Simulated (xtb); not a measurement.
xtb input:

```bash
xtb mol.xyz --gfn 2 --ohess tight --chrg -1 --uhf 0
```
mol.xyz:
```
8

O      0.81446059     1.54563735    -0.02724125
C      0.45651966     0.37572333    -0.00592269
N      1.40512740    -0.67813790    -0.08530809
C     -1.01461903    -0.14001340     0.02635446
H     -1.57966425     0.75636982    -0.18120893
H     -1.18678203    -0.88868468    -0.79324950
H     -1.22065107    -0.57374146     0.93049852
H      2.34870442    -0.42973005     0.07441330
```

### Question
Which total energy does the run end on?

### Answer
-13.49662 Eh (GFN2-xTB).

It need not be the lowest isomer of its formula. Whether it binds its extra electron was not tested at this geometry.
